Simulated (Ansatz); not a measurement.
1T (CdI2-type) PtSe2 was calculated with PBE-D3(BJ) (Ansatz, a program for electronic structure, PAW).

Run with plane-wave cutoff 500 eV, 12×12×8 k mesh (along the axes of the cell as run), Fermi–Dirac smearing 0.05 eV, scalar-relativistic PAW data made under PBE.

Computed at the level's own relaxed cell.

**Question.** Predict the volume per atom, lattice parameter a and c axis length.

**Answer.** 
volume per atom: 19.80 Å³/atom
lattice parameter a: 3.772 Å
c axis length: 4.823 Å

Measured, for comparison: lattice constant a 3.727 Å (temperature not stated, not corrected to a static lattice; as tabulated in Björkman (2014), arXiv:1406.2436); lattice parameter c 5.074 Å (temperature not stated, zero-point anharmonic expansion removed (computed with revB86b-DF2); no thermal correction; as tabulated in Björkman (2014), arXiv:1406.2436). Computed (rounded) less measured: lattice constant a +1.2 %, lattice parameter c -4.9 %.

Spin–orbit coupling is not included.

Static lattice: no zero-point or thermal effects.

It cost very roughly 120 core-seconds of CPU time.
